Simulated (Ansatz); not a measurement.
C5H10O can be A, `CC(=O)C(C)C`, or B, `CCCCC=O`.

Isolated molecules relaxed with PBE0-D4/def2-TZVP in Ansatz; ΔE leaves out vibrations. CBS: MP2 limit from def2 TZ/QZ plus the TZ coupled-cluster correction, frozen cores. DFT in def2-TZVPP. B3LYP here is the variant with VWN-RPA as its local correlation; programs differ in this. Each species was taken in one conformer, which may not be the lowest.

A:

```xyz
16

C     0.2314   -0.2358    1.8629
C     0.9774   -0.4829    0.5775
O     2.0283   -1.0762    0.5693
C     0.3584    0.0207   -0.7148
C    -0.7181   -0.9641   -1.1692
C    -0.1934    1.4354   -0.6048
H     0.3456    0.8136    2.1507
H    -0.8397   -0.4205    1.7528
H     0.6436   -0.8641    2.6502
H     1.1725    0.0015   -1.4450
H    -0.3141   -1.9732   -1.2705
H    -1.5528   -0.9976   -0.4635
H    -1.1192   -0.6596   -2.1388
H    -1.0368    1.4865    0.0887
H    -0.5511    1.7744   -1.5798
H     0.5679    2.1421   -0.2659
```

B:

Z-matrix (Å, degrees):
```
C
C 1 1.520
H 1 1.092 2 111.0
H 1 1.093 2 112.2 3 119.6
H 1 1.094 2 111.2 3 -119.8
C 2 1.525 1 114.1 3 176.3
H 2 1.095 1 109.0 3 55.4
H 2 1.093 1 110.1 3 -60.5
C 6 1.518 2 114.5 1 64.4
H 6 1.095 2 109.2 1 -57.6
H 6 1.093 2 109.1 1 -174.0
C 9 1.499 6 115.2 2 70.8
H 9 1.099 6 111.2 2 -169.2
H 9 1.097 6 112.5 2 -52.8
O 12 1.201 9 125.2 6 5.3
H 12 1.113 9 114.6 6 -175.8
```

(1) Which isomer does CCSD(T)/CBS put lower? Give the gap. (Estimate.)

(2) Give E(B) − E(A) in kJ/mol with MP2/def2-TZVPP, B3LYP-D4, PBE-D4, B2PLYP, r2SCAN-D4, B3LYP, HF/def2-TZVPP. (Estimate.)

Largest T1 diagnostic: 0.012.

Results:

(1) Computed: A, by 31.2 kJ/mol.

(2) Ansatz gave: MP2/def2-TZVPP 32.1, B3LYP-D4 30.5, PBE-D4 30.5, B2PLYP 29.8, r2SCAN-D4 33.7, B3LYP 28.2, HF/def2-TZVPP 27.7. None reverses the order clearly.
